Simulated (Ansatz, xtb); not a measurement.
# CH3AlSi: which of two structures lies lower

Structure X: a singlet given by its coordinates. Structure Y: `[Al][CH]=[SiH2]`, a singlet. Both are isolated molecules in the gas phase, relaxed with B3LYP-D4/def2-TZVP.

X (Å):

```xyz
6

C     2.2411    0.0737    0.2917
Al    0.9590   -0.3323   -1.1117
Si    3.7354   -0.2002   -0.4390
H     1.4750   -0.7967   -2.5350
H    -0.5819   -0.1914   -0.8078
H     1.7706    0.3801    1.2178
```

Close contacts (Å): C1–Al2 1.94, C1–Si3 1.69, Al2–Si3 2.86, C1–H6 1.08, Al2–H4 1.58, Al2–H5 1.58.

Y (Å):

```xyz
6

C     0.9919    0.4678   -0.5082
Al   -0.1867    0.5272   -2.0775
Si    2.2453   -0.6868   -0.3880
H     0.8785    1.1634    0.3238
H     2.4669   -1.6656   -1.4723
H     3.2126   -0.8689    0.7172
```

Energies in hartree; the thermal terms are from B3LYP-D4/def2-TZVP harmonic frequencies (ideal gas, rigid rotor, one conformer each, 298.15 K, 1 atm) and include the zero-point energy:

```
                                X           Y
E, CCSD(T)/def2-TZVPP  −570.812098  −570.811058
    zero-point energy     0.027741     0.030208
         H(298 K) − E     0.033746     0.036004
         G(298 K) − E     0.000159     0.002629
```

Q: Work out ΔE, ΔE₀, ΔH and ΔG for X → Y in kcal/mol (1 Eh = 627.51 kcal/mol) and the equilibrium ratio [Y]/[X].

A: 1. ΔE = −570.811058 − (−570.812098) = +0.001040 Eh = +0.65 kcal/mol.
2. ΔE₀ = ΔE + ΔZPE = +0.001040 + (+0.002467) Eh = +2.20 kcal/mol.
3. ΔH = ΔE + (+0.002258) Eh = +2.07 kcal/mol.
4. ΔG = ΔE + (+0.002470) Eh = +2.20 kcal/mol, so ΔS = (ΔH − ΔG)/T = −1.9 J/(mol K).
5. kT = 0.9442 mEh, so K = [Y]/[X] = exp(−ΔG/kT) = exp(−3.72) ≈ 0.024.

Structure X is favoured at this temperature. An error of 1 kcal/mol in ΔG would change K by a factor of 5.4. Mirror images and further conformers aren't counted.

Other levels gave ΔE = −0.7 (B3LYP-D4/def2-TZVP); +0.6 (HF/def2-TZVPP); +1.5 (MP2/def2-TZVPP) kcal/mol. The correlated steps freeze 11 core orbitals. Programs: Ansatz 0.2.0.
